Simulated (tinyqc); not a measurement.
FCI on RHF in the sto-6g basis, for OH-, spin multiplicity 1, step by step. The basis has no diffuse functions, so it cannot describe the extra electron: this is an exercise in the method, not the real anion. One step of it, computed by the program tinyqc.

Problem. FCI: determinants and Hamiltonian. Slater-Condon rules over spin orbitals, with the nuclear repulsion added and E(HF) subtracted on the diagonal. Only determinants linked to the reference directly or through others are kept (one block of an abelian symmetry group), so some states are absent.

one-electron integrals over orbitals h = C^T H C (hartree):
```
[[-32.464443, 0.590307, -0.275056, 0.000000, 0.000000, -0.229461],
 [0.590307, -7.147784, 0.709260, 0.000000, 0.000000, 1.114815],
 [-0.275056, 0.709260, -5.918007, 0.000000, 0.000000, 1.334144],
 [0.000000, 0.000000, 0.000000, -6.968029, 0.000000, 0.000000],
 [0.000000, 0.000000, 0.000000, 0.000000, -6.968029, 0.000000],
 [-0.229461, 1.114815, 1.334144, 0.000000, 0.000000, -5.622982]]
```

Two-electron integrals over orbitals (pq|rs), unique and non-zero (hartree):
```
(11|11) 4.761547    (21|11) -0.433419   (21|21) 0.063343    (22|11) 1.018225
(22|21) -0.015599   (22|22) 0.727147    (31|11) 0.210191    (31|21) -0.029518
(31|22) 0.013511    (31|31) 0.024337    (32|11) -0.195621   (32|21) 0.009682
(32|22) -0.020248   (32|31) 0.010613    (32|32) 0.150158    (33|11) 0.848743
(33|21) -0.009336   (33|22) 0.646577    (33|31) -0.003131   (33|32) -0.032768
(33|33) 0.671685    (41|41) 0.026726    (42|41) 0.032627    (42|42) 0.145980
(43|41) -0.014538   (43|42) -0.053693   (43|43) 0.048109    (44|11) 1.117073
(44|21) -0.011688   (44|22) 0.748543    (44|31) 0.005395    (44|32) -0.100477
(44|33) 0.648285    (44|44) 0.880663    (51|51) 0.026726    (52|51) 0.032627
(52|52) 0.145980    (53|51) -0.014538   (53|52) -0.053693   (53|53) 0.048109
(54|54) 0.047461    (55|11) 1.117073    (55|21) -0.011688   (55|22) 0.748543
(55|31) 0.005395    (55|32) -0.100477   (55|33) 0.648285    (55|44) 0.785741
(55|55) 0.880663    (61|11) 0.175324    (61|21) -0.027920   (61|22) -0.001447
(61|31) -0.001604   (61|32) -0.023651   (61|33) 0.013880    (61|44) 0.004280
(61|55) 0.004280    (61|61) 0.032574    (62|11) -0.238983   (62|21) 0.005290
(62|22) -0.113794   (62|31) -0.017827   (62|32) -0.016570   (62|33) -0.014045
(62|44) -0.122639   (62|55) -0.122639   (62|61) 0.017917    (62|62) 0.109659
(63|11) -0.264237   (63|21) 0.003774    (63|22) -0.092499   (63|31) 0.004570
(63|32) 0.118873    (63|33) -0.064875   (63|44) -0.146817   (63|55) -0.146817
(63|61) -0.010148   (63|62) 0.044039    (63|63) 0.157037    (64|41) -0.011005
(64|42) -0.043273   (64|43) -0.006648   (64|64) 0.038709    (65|51) -0.011005
(65|52) -0.043273   (65|53) -0.006648   (65|65) 0.038709    (66|11) 0.950451
(66|21) -0.010509   (66|22) 0.686818    (66|31) 0.016256    (66|32) 0.036416
(66|33) 0.648783    (66|44) 0.666078    (66|55) 0.666078    (66|61) -0.010852
(66|62) -0.089127   (66|63) -0.034124   (66|66) 0.727092
```

nuclear repulsion = 4.37788799 hartree

Hartree-Fock energy = -74.77849966 hartree

Give: determinants; H - E(HF) between determinants.

Solution.

Occupation strings over the orbitals (2 doubly, a alpha, b beta, 0 empty; spin orbitals ordered 1a 1b 2a 2b ...): 222220 22a22b 2a222b a2222b 22b22a 2b222a b2222a 222202 222022 220222 2ab222 a2b222 2ba222 202222 ab2222 b2a222 ba2222 022222

H - E(HF) between determinants (hartree), order 222220, 22a22b, 2a222b, a2222b, 22b22a, 2b222a, b2222a, 222202, 222022, 220222, 2ab222, a2b222, 2ba222, 202222, ab2222, b2a222, ba2222, 022222:
```
[[0.0000, 0.0000, 0.0000, 0.0000, 0.0000, 0.0000, 0.0000, 0.0387, 0.0387, 0.1570, -0.0440, 0.0101, 0.0440, 0.1097, -0.0179, -0.0101, 0.0179, 0.0326],
 [0.0000, 0.6783, 0.0076, -0.0264, -0.1570, -0.0440, 0.0101, 0.0066, 0.0066, 0.0308, 0.1189, 0.0046, -0.0751, 0.0166, -0.0178, -0.0247, 0.0237, 0.0016],
 [0.0000, 0.0076, 1.2619, 0.0284, -0.0440, -0.1097, -0.0179, 0.0433, 0.0433, -0.1189, -0.0584, 0.0038, 0.0166, 0.0247, 0.0053, 0.0237, -0.0094, 0.0279],
 [0.0000, -0.0264, 0.0284, 19.9607, 0.0101, -0.0179, -0.0326, 0.0110, 0.0110, -0.0046, 0.0038, -0.2301, 0.0178, -0.0053, -0.1499, 0.0016, 0.0279, -0.1862],
 [0.0000, -0.1570, -0.0440, 0.0101, 0.6783, 0.0076, -0.0264, -0.0066, -0.0066, -0.0308, -0.0751, -0.0247, 0.1189, -0.0166, 0.0237, 0.0046, -0.0178, -0.0016],
 [0.0000, -0.0440, -0.1097, -0.0179, 0.0076, 1.2619, 0.0284, -0.0433, -0.0433, 0.1189, 0.0166, 0.0237, -0.0584, -0.0247, -0.0094, 0.0038, 0.0053, -0.0279],
 [0.0000, 0.0101, -0.0179, -0.0326, -0.0264, 0.0284, 19.9607, -0.0110, -0.0110, 0.0046, 0.0178, 0.0016, 0.0038, 0.0053, 0.0279, -0.2301, -0.1499, 0.1862],
 [0.0387, 0.0066, 0.0433, 0.0110, -0.0066, -0.0433, -0.0110, 1.0071, 0.0475, 0.0481, 0.0537, 0.0145, -0.0537, 0.1460, -0.0326, -0.0145, 0.0326, 0.0267],
 [0.0387, 0.0066, 0.0433, 0.0110, -0.0066, -0.0433, -0.0110, 0.0475, 1.0071, 0.0481, 0.0537, 0.0145, -0.0537, 0.1460, -0.0326, -0.0145, 0.0326, 0.0267],
 [0.1570, 0.0308, -0.1189, -0.0046, -0.0308, 0.1189, 0.0046, 0.0481, 0.0481, 1.4577, 0.0616, 0.0458, -0.0616, 0.1502, -0.0106, -0.0458, 0.0106, 0.0243],
 [-0.0440, 0.1189, -0.0584, 0.0038, -0.0751, 0.0166, 0.0178, 0.0537, 0.0537, 0.0616, 1.9782, 0.0296, -0.1502, 0.0490, 0.0097, -0.0106, 0.0291, 0.0295],
 [0.0101, 0.0046, 0.0038, -0.2301, -0.0247, 0.0237, 0.0016, 0.0145, 0.0145, 0.0458, 0.0296, 20.6155, -0.0106, -0.0097, -0.2244, -0.0243, 0.0295, -0.1675],
 [0.0440, -0.0751, 0.0166, 0.0178, 0.1189, -0.0584, 0.0038, -0.0537, -0.0537, -0.0616, -0.1502, -0.0106, 1.9782, -0.0490, 0.0291, 0.0296, 0.0097, -0.0295],
 [0.1097, 0.0166, 0.0247, -0.0053, -0.0166, -0.0247, 0.0053, 0.1460, 0.1460, 0.1502, 0.0490, -0.0097, -0.0490, 2.6044, -0.0233, 0.0097, 0.0233, 0.0633],
 [-0.0179, -0.0178, 0.0053, -0.1499, 0.0237, -0.0094, 0.0279, -0.0326, -0.0326, -0.0106, 0.0097, -0.2244, 0.0291, -0.0233, 21.3306, 0.0295, -0.0633, 0.3945],
 [-0.0101, -0.0247, 0.0237, 0.0016, 0.0046, 0.0038, -0.2301, -0.0145, -0.0145, -0.0458, -0.0106, -0.0243, 0.0296, 0.0097, 0.0295, 20.6155, -0.2244, 0.1675],
 [0.0179, 0.0237, -0.0094, 0.0279, -0.0178, 0.0053, -0.1499, 0.0326, 0.0326, 0.0106, 0.0291, 0.0295, 0.0097, 0.0233, -0.0633, -0.2244, 21.3306, -0.3945],
 [0.0326, 0.0016, 0.0279, -0.1862, -0.0016, -0.0279, 0.1862, 0.0267, 0.0267, 0.0243, 0.0295, -0.1675, -0.0295, 0.0633, 0.3945, 0.1675, -0.3945, 43.5091]]
```
